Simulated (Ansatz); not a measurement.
# Gallium, alpha-Ga (Cmce): convergence with the k-point mesh

Computed with Ansatz, r²SCAN, scalar-relativistic PAW, on the relaxed cell (a = 4.464 Å, b = 7.586 Å, c = 4.535 Å; spin not included). Errors count from a run at 500 eV on a Γ-centred 11×11×9 mesh with Fermi-Dirac smearing of 0.1 eV, extrapolated to zero width. Fixed here: cutoff 500 eV, Fermi-Dirac width 0.1 eV. The SCF starts from atomic densities corrected by a trained network.

```tsv
k-mesh	E(σ→0) error (meV/atom)	P (GPa)	SCF iterations
2×2×1	685.1	9.24	7
2×2×2	407.8	2.70	8
3×3×3	0.8	0.68	7
4×4×4	-19.0	-0.13	7
5×5×4	-23.7	-0.20	7
7×7×6	0.4	-0.06	7
12×12×10	-1.1	0.04	7
```

**Question.** What does the run at 9×9×8 give (k-mesh)?

**Answer.** E(σ→0) error (meV/atom): 2.1; P (GPa): 0.01; SCF iterations: 7.

Within 5 meV/atom of the last row: from 7×7×6 on.
